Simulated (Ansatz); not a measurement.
A ladder of methods for AlH2Cl (SMILES [H][Al]([H])[Cl])

AlH2Cl: 4 atoms, total charge 0, spin state singlet. As SMILES, `[H][Al]([H])[Cl]`. Geometry: a GFN2-xTB relaxation, a rough one for these elements and not checked as a minimum.

```xyz
4

Al    0.0498    0.0829   -0.0022
H     1.5870    0.1095    0.0133
H    -0.6511    1.4514   -0.0195
Cl   -0.9857   -1.6439    0.0084
```

Each level gives the energy change with the Al1–Cl4 bond stretched from 2.014 to 3.020 Å (eV). The values are calculated.

```csv
level,kind,program,value (eV),less FCI/STO-3G
SVWN5/STO-3G (restricted),LDA,Ansatz,3.34,-0.23
PBE/STO-3G (restricted),GGA,Ansatz,3.09,-0.48
r2SCAN/STO-3G (restricted),meta-GGA,Ansatz,3.28,-0.29
r2SCAN0/STO-3G (restricted),hybrid meta-GGA,Ansatz,3.51,-0.06
wB97M-V/STO-3G (restricted),range-separated hybrid,Ansatz,3.56,-0.01
B2PLYP/STO-3G (restricted),double hybrid,Ansatz,3.44,-0.13
MP2/STO-3G (restricted),perturbation theory,Ansatz,3.71,+0.14
BCCD(T)/STO-3G (restricted),coupled cluster or CI,Ansatz,3.57,0.00
CCSD(T)/STO-3G (restricted),coupled cluster or CI,Ansatz,3.57,0.00
FCI/STO-3G,exact in the basis,Ansatz,3.57,0.00
```

FCI/STO-3G is exact within its basis and frozen core, so for wave-function methods in that basis the difference is their error; functionals converge differently with the basis, so for them it is only a difference. The first shape isn't each level's own minimum. The values span 3.09 to 3.71 eV. All rows use very small basis sets, so even the best lies far from the true value.
